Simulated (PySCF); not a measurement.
Compound: C5H11N.
SMILES with atom numbers: `[CH3:1]/[CH:2]=[N:3]/[CH2:4][CH2:5][CH3:6]` (hydrogens: H7, H8, H9 on C1; H10 on C2; H11, H12 on C4; H13, H14 on C5; H15, H16, H17 on C6)

Computed with PySCF at PBE0/def2-SVPD, non-relativistic, on one gas-phase PBE0-D3(BJ)/def2-SVP geometry that isn't relaxed in the solvent. The solvent is an IEF-PCM continuum (Bondi radii, 1.10 Å for H, scaled by 1.2). Only the electrostatic response of the medium enters.

Gas phase at PBE0/def2-SVPD: HOMO -7.17 eV, LUMO -0.03 eV, dipole 1.36 D.

What does the continuum do to the energy, the frontier levels and the dipole at PBE0/def2-SVPD in acetonitrile and dimethylsulfoxide?

| solvent | ε | E(solvent) − E(gas) (kcal/mol) | polarisation term (kcal/mol) | distortion of the solute (kcal/mol) | HOMO (eV) | LUMO (eV) | dipole (D) |
| --- | --- | --- | --- | --- | --- | --- | --- |
| acetonitrile | 35.69 | -3.59 | -4.49 | 0.90 | -7.32 | -0.03 | 2.15 |
| dimethylsulfoxide | 46.83 | -3.64 | -4.57 | 0.93 | -7.32 | -0.03 | 2.16 |

Polarisation term: ½ Σ q·V over the induced surface charges. Distortion: the rise of the solute's own energy as its density leaves the gas-phase optimum. From acetonitrile to dimethylsulfoxide the lowering changes by a factor 1.01, Onsager's factor (ε − 1)/(2ε + 1) by 1.01 and ε itself by 1.3.

Which radius a makes the point-dipole formula ΔE = −[(ε − 1)/(2ε + 1)]·μ²/a³ give the value in dimethylsulfoxide, with the gas-phase dipole?

μ = 0.534 au and |ΔE| = 0.00580 Eh give a = 1.52 Å; the farthest nucleus lies 3.67 Å from the centroid of the nuclei, so such a sphere wouldn't even hold the nuclei. The formula assumes a rigid point dipole at the centre of a sphere.

How does the static polarisability (PBE0/def2-SVPD, frozen core, with the continuum's full static response) change?

```json
{"medium": "gas", "isotropic (au)": "73.1", "principal values (au)": "63.9, 64.9, 90.4", "⟨r²⟩ of the electrons (bohr²)": "829.5"}
{"medium": "acetonitrile", "isotropic (au)": "97.4", "principal values (au)": "84.2, 92.2, 115.7", "⟨r²⟩ of the electrons (bohr²)": "828.2"}
{"medium": "dimethylsulfoxide", "isotropic (au)": "97.7", "principal values (au)": "84.5, 92.7, 116.1", "⟨r²⟩ of the electrons (bohr²)": "828.2"}
```

The isotropic value in dimethylsulfoxide is 1.34 times the gas-phase one; no cavity-field correction is applied. ⟨r²⟩ is taken about the centre of nuclear charge.

Conformer computed: `[CH3:1]/[CH:2]=[N:3]/[CH2:4][CH2:5][CH3:6]`: C2–N3–C4–C5 -122°, N3–C4–C5–C6 66°.
